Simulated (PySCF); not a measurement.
# Calculated NMR parameters of F/C=C\F

```yaml
Formula: C2H2F2
SMILES: F/C=C\F
Point_group_of_the_computed_structure: C2v
Degrees_of_unsaturation: 1
Carbon_signals: 1
Proton_signals: 1
```

Atoms are numbered as in `[F:1]/[CH:2]=[CH:3]\[F:4]`; H(Xn) means a hydrogen on atom n.

Computational details: J couplings at B3LYP/pcJ-2, PBE0-D3(BJ)/def2-TZVP geometry, shieldings: GIAO B97-2/pcSseg-2, in PySCF 2.14 (a single conformation, no solvent, fast rotation and ring inversion assumed for equivalent nuclei, non-relativistic Hamiltonian).

References, each an isolated molecule treated in the same way: 1H and 13C against TMS; CFCl3 for 19F.

| carbon | δC, type | δH (multiplicity, J in Hz) | HMBC from (abs. J ≥ 3 Hz) | span of the C tensor (ppm) |
| --- | --- | --- | --- | --- |
| C2/C3 | 145.9, CH | 6.41 (m) | H(C2)/H(C3) | 131 |

Other nuclei:
```
atoms  nucleus       environment  δ (ppm)  σ (ppm)
F1/F4      19F  vinylic fluorine   -163.3    339.3
```

Selected couplings (Hz, signed; the shortest-range and largest first, 30 at most; isotopes 19F, 13C, 1H): 1J(F1,C2) -333.1, 1J(C2,H(C2)) 210.1, 2J(F1,H(C2)) 79.1, 2J(F1,C3) 6.3, 3J(F1,H(C3)) 18.1.

- Carbon types of the structure: 2 × CH, which accounts for all hydrogens.
- δC 145.9: alkene CH; as expected for a trigonal carbon in a double bond.
- δH 6.41: hydrogen on an alkene CH; olefinic region.

Common functionals overestimate the size of one-bond C–F couplings by tens of Hz; these are unscaled. Multiplet labels drop couplings under 1 Hz and merge nearly equal ones. Couplings among chemically equivalent protons are left out too, so labels in AA′BB′ or AA′XX′ sets are apparent multiplicities. Shifts are as computed. Against solution values, carbons near 30 ppm lie about +3 ppm off and those near 130 ppm about +7 ppm. Of 1211 compounds with measured shifts, 218 miss one by over three times the rms of a fit or turn the order of signals round; such compounds aren't used in these exercises. Unscaled 19F shifts against computed CFCl3 carry errors that often reach 10 to 50 ppm.
